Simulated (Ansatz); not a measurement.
# How the lattice constant a of Au (model structure, started from the omega type, P6/mmm, No. 191, 3 atoms in the cell) moves with the method

No measured value is used here.

```
level (code)         value (Å)
-------------------  ---------
PBE (Ansatz)             4.749
PBEsol (Ansatz)          4.661
PBE-D3(BJ) (Ansatz)          ?
```

Q: Some entries are withheld; supply them.

A: 
- PBE-D3(BJ) (Ansatz, a first-principles code), value (Å): 4.685

Density-functional levels without +SOC have no spin–orbit coupling. Ansatz's density-functional and Hartree–Fock values are scalar-relativistic unless marked +SOC, with PAW data made under PBE.

A model structure was made by putting elements into a prototype or built by hand; it is no filed structure, need not be a known phase, and can be a saddle point held by its symmetry.
